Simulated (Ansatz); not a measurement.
Born–Oppenheimer molecular dynamics of C3H7FOS (13 atoms, charge 0, multiplicity 1). It starts at the highest image of a converged band. Of that band: Neighbouring images differ by up to 1.9 eV, so the band resolves the path poorly. A vibrational analysis at the climbing image gives one clearly imaginary mode, 1109i cm⁻¹: a first-order saddle point.

Level of theory: RKS PBE/6-31G* (Ansatz).

```json
{"ensemble": "NVE (velocity Verlet)", "time step": "0.5 fs", "steps asked": "200", "starting velocities drawn for": "100 K", "seed": "3621"}
```

Frames 2.5 fs apart, positions in Å.

Velocities at 70.0 fs (Å/ps):

```
C 12.65 -1.55 -3.86
S 3.73 -2.51 -2.22
C -0.96 -5.33 2.52
C 2.60 -3.48 0.38
O -3.08 5.27 -0.87
F -2.19 3.06 1.07
H -60.74 12.12 37.84
H -114.44 45.68 -25.70
H -29.96 12.98 56.35
H 18.72 1.88 6.42
H -20.50 1.38 -8.51
H -1.16 -3.98 -1.18
H 9.37 -8.22 10.50
```

```xyz
13
Properties=species:S:1:pos:R:3 time_fs=70.0 energy_less_start_eV=-1.493 T=1138
C -0.940 -1.042 1.459
S 0.703 -0.507 1.194
C 0.464 0.777 -0.194
C 0.008 0.077 -1.479
O 1.642 1.503 -0.310
F -0.595 1.629 0.256
H -1.111 -0.515 2.342
H -1.829 -1.240 1.214
H -0.700 -1.963 2.254
H -0.146 0.760 -2.323
H -0.925 -0.451 -1.268
H 0.792 -0.632 -1.758
H 1.898 1.758 0.610
13
Properties=species:S:1:pos:R:3 time_fs=72.5 energy_less_start_eV=-1.601 T=1225
C -0.905 -1.051 1.467
S 0.714 -0.512 1.187
C 0.461 0.764 -0.186
C 0.015 0.069 -1.476
O 1.634 1.515 -0.312
F -0.599 1.636 0.258
H -1.283 -0.440 2.443
H -2.162 -1.143 1.067
H -0.783 -1.907 2.319
H -0.101 0.776 -2.307
H -0.970 -0.447 -1.292
H 0.790 -0.651 -1.764
H 1.915 1.737 0.620
13
Properties=species:S:1:pos:R:3 time_fs=75.0 energy_less_start_eV=-1.046 T=835
C -0.896 -1.064 1.508
S 0.726 -0.517 1.175
C 0.455 0.754 -0.175
C 0.022 0.062 -1.472
O 1.624 1.525 -0.313
F -0.602 1.641 0.259
H -1.430 -0.350 2.441
H -2.289 -1.052 0.884
H -0.870 -1.834 2.239
H -0.062 0.809 -2.289
H -0.972 -0.426 -1.323
H 0.786 -0.682 -1.771
H 1.920 1.715 0.597
13
Properties=species:S:1:pos:R:3 time_fs=77.5 energy_less_start_eV=-1.852 T=1402
C -0.920 -1.062 1.563
S 0.740 -0.521 1.162
C 0.447 0.749 -0.163
C 0.030 0.057 -1.468
O 1.611 1.532 -0.315
F -0.602 1.643 0.259
H -1.493 -0.299 2.302
H -2.153 -0.987 0.739
H -0.941 -1.891 2.151
H -0.027 0.839 -2.260
H -0.944 -0.396 -1.356
H 0.769 -0.709 -1.771
H 1.927 1.707 0.586
13
Properties=species:S:1:pos:R:3 time_fs=80.0 energy_less_start_eV=-3.091 T=2267
C -0.970 -1.038 1.614
S 0.753 -0.526 1.148
C 0.438 0.749 -0.151
C 0.041 0.058 -1.465
O 1.596 1.534 -0.319
F -0.600 1.642 0.257
H -1.470 -0.289 2.106
H -1.781 -0.969 0.674
H -1.000 -2.107 2.117
H 0.006 0.856 -2.223
H -0.944 -0.381 -1.380
H 0.746 -0.724 -1.763
H 1.940 1.714 0.598
13
Properties=species:S:1:pos:R:3 time_fs=82.5 energy_less_start_eV=-2.715 T=2008
C -1.025 -1.024 1.652
S 0.765 -0.531 1.135
C 0.430 0.751 -0.140
C 0.055 0.065 -1.462
O 1.580 1.533 -0.321
F -0.598 1.638 0.255
H -1.482 -0.176 2.044
H -1.290 -1.010 0.666
H -1.053 -2.218 2.040
H 0.035 0.868 -2.202
H -0.972 -0.376 -1.397
H 0.737 -0.735 -1.750
H 1.940 1.724 0.586
13
Properties=species:S:1:pos:R:3 time_fs=85.0 energy_less_start_eV=-1.849 T=1397
C -1.067 -1.026 1.686
S 0.778 -0.536 1.126
C 0.422 0.754 -0.133
C 0.064 0.076 -1.456
O 1.564 1.528 -0.323
F -0.596 1.632 0.254
H -1.551 -0.005 2.098
H -0.892 -1.093 0.547
H -1.107 -2.126 1.936
H 0.061 0.881 -2.211
H -0.978 -0.357 -1.410
H 0.749 -0.742 -1.734
H 1.927 1.732 0.554
13
Properties=species:S:1:pos:R:3 time_fs=87.5 energy_less_start_eV=-0.480 T=442
C -1.099 -1.018 1.708
S 0.792 -0.542 1.121
C 0.416 0.757 -0.129
C 0.069 0.089 -1.452
O 1.548 1.522 -0.325
F -0.595 1.624 0.253
H -1.587 0.009 2.126
H -0.675 -1.182 0.455
H -1.169 -1.981 1.885
H 0.085 0.882 -2.236
H -0.948 -0.319 -1.421
H 0.768 -0.731 -1.712
H 1.919 1.750 0.550
13
Properties=species:S:1:pos:R:3 time_fs=90.0 energy_less_start_eV=-0.895 T=725
C -1.117 -0.982 1.706
S 0.807 -0.547 1.121
C 0.412 0.761 -0.131
C 0.072 0.105 -1.451
O 1.534 1.513 -0.329
F -0.596 1.616 0.253
H -1.581 -0.137 2.100
H -0.664 -1.247 0.483
H -1.252 -2.048 1.948
H 0.108 0.864 -2.256
H -0.929 -0.287 -1.426
H 0.785 -0.698 -1.683
H 1.910 1.771 0.561
13
Properties=species:S:1:pos:R:3 time_fs=92.5 energy_less_start_eV=-1.554 T=1189
C -1.115 -0.956 1.679
S 0.823 -0.552 1.126
C 0.408 0.763 -0.138
C 0.077 0.124 -1.453
O 1.525 1.506 -0.330
F -0.600 1.607 0.255
H -1.639 -0.204 2.104
H -0.860 -1.265 0.624
H -1.321 -2.110 2.072
H 0.132 0.845 -2.272
H -0.950 -0.279 -1.428
H 0.803 -0.663 -1.655
H 1.883 1.784 0.547
13
Properties=species:S:1:pos:R:3 time_fs=95.0 energy_less_start_eV=-2.360 T=1761
C -1.094 -0.961 1.643
S 0.838 -0.557 1.135
C 0.406 0.764 -0.147
C 0.079 0.142 -1.457
O 1.522 1.501 -0.331
F -0.606 1.597 0.259
H -1.777 -0.128 2.150
H -1.234 -1.249 0.720
H -1.330 -2.003 2.196
H 0.152 0.848 -2.294
H -0.965 -0.281 -1.430
H 0.824 -0.644 -1.635
H 1.847 1.796 0.529
13
Properties=species:S:1:pos:R:3 time_fs=97.5 energy_less_start_eV=-2.665 T=1970
C -1.071 -0.967 1.627
S 0.848 -0.561 1.147
C 0.405 0.763 -0.156
C 0.076 0.155 -1.466
O 1.524 1.497 -0.335
F -0.616 1.589 0.265
H -1.823 -0.112 2.127
H -1.713 -1.257 0.596
H -1.265 -1.779 2.299
H 0.165 0.872 -2.312
H -0.940 -0.279 -1.439
H 0.835 -0.638 -1.626
H 1.821 1.819 0.546
```

Of the whole run (100 fs, mean temperature of the second half 1372 K): The conserved energy stayed within 2 meV per atom of its start (net change -0.12 meV per atom), so there is no drift, though single steps change it by up to 27 meV in the whole system, a sign of fast motions only just resolved. The system heated up, since it started high on the potential surface and ran downhill. A run of 0.1 ps of so small a system gives no equilibrium averages. The orbitals stay closed-shell, which can raise the energy where a bond breaks towards radicals; this wasn't checked here.

The run took 9.3 min on 2 threads of Intel(R) Xeon(R) Platinum 8259CL CPU @ 2.50GHz (Skylake/Cascade Lake) (shared host), peak memory 0.18 GiB.
